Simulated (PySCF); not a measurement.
SMILES CCCN (GFN2-xTB optimised geometry):

```
13

C      0.812    -1.348    -0.021
C      0.247     0.065     0.000
C     -1.288     0.065     0.000
N     -1.900     1.383     0.000
H      0.477    -1.905     0.851
H      1.900    -1.326    -0.019
H      0.480    -1.877    -0.912
H      0.604     0.615    -0.876
H      0.605     0.590     0.891
H     -1.652    -0.466     0.884
H     -1.652    -0.465    -0.885
H     -1.603     1.904    -0.819
H     -1.603     1.905     0.818
```

Level of theory: PBE/def2-TZVP (PySCF).

Question: What are the frontier orbital energies and the dipole moment?

Answer: HOMO-2 -8.25 eV, HOMO-1 -7.86 eV, HOMO -5.21 eV, LUMO 0.30 eV, LUMO+1 0.81 eV; dipole moment 1.32 D.

Meta-Löwdin charges at PBE/def2-TZVP: C1 -0.35, C2 -0.21, C3 -0.11, N4 -0.51, H5 0.11, H6 0.12, H7 0.11, H8 0.10, H9 0.10, H10 0.11, H11 0.11, H12 0.21, H13 0.21.
